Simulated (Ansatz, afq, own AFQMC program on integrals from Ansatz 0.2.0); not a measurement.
## H₂Br, doublet: AFQMC among the cluster methods

```xyz
3

H     0.0000    0.0000   -1.1120
H     0.0000    0.0000   -0.3670
Br    0.0000    0.0000    1.4790
```

Basis cc-pVTZ. Only valence electrons are correlated. AFQMC by an in-house program on the Cholesky factors that Ansatz 0.2.0 writes for its CCSD(T) run. The CISD trial takes its coefficients from CCSD amplitudes. Released means that phaseless walkers are propagated on without the constraint, phases kept. Uncertainties: one standard error, sampling alone. No spin–orbit coupling.

Determinant: UHF, the one that the program's search chose, which needn't be the lowest solution. The geometry is a point of a scan.

No full CI on the walks' own integrals is used here; CCSDT(Q) serves as the reference and is uncertain by about the last step of the cluster series.

Cautions: no relativity below Rb; no spin-orbit coupling; inner d shell frozen.

```
T1 diagnostic                               : 0.0105
weight of the determinant in the CISD state : 0.915
⟨S²⟩ of the determinant                     : 0.768
size of the correlated space                : 9 electrons in 57 orbitals
```

Reference: CCSDT(Q), correlation energy -5.661 eV. The released energy is read at 2.40 1/Eh (meV from the phaseless value at times in 1/Eh: -3.8 ± 1.8 at 0.24, -4.7 ± 1.6 at 0.51, -9.0 ± 1.4 at 0.99, -7.3 ± 2.2 at 1.62, -10.0 ± 2.5 at 2.40).

```json
{"level": "HF", "E − E(reference) (kcal/mol)": "130.55", "share of correlation (%)": "0.00"}
{"level": "MP2", "E − E(reference) (kcal/mol)": "20.59", "share of correlation (%)": "84.23"}
{"level": "CCSD", "E − E(reference) (kcal/mol)": "4.09", "share of correlation (%)": "96.87"}
{"level": "CCSD(T)", "E − E(reference) (kcal/mol)": "0.51", "share of correlation (%)": "99.61"}
{"level": "CCSDT", "E − E(reference) (kcal/mol)": "0.10", "share of correlation (%)": "99.92"}
{"level": "ph-AFQMC/HF", "E − E(reference) (kcal/mol)": "1.44 ± 0.52", "share of correlation (%)": "98.90"}
{"level": "ph-AFQMC/CISD", "E − E(reference) (kcal/mol)": "0.14 ± 0.04", "share of correlation (%)": "99.89"}
{"level": "released AFQMC", "E − E(reference) (kcal/mol)": "-0.09 ± 0.06", "share of correlation (%)": "100.07"}
```

A walk keeps the symmetry of its determinant, which the program's search chose and which needn't be the lowest solution, so a lower state of the same spin and another symmetry isn't excluded. Released energies are given only where the last usable release times agree within the noise; a slower fall can still hide under it.
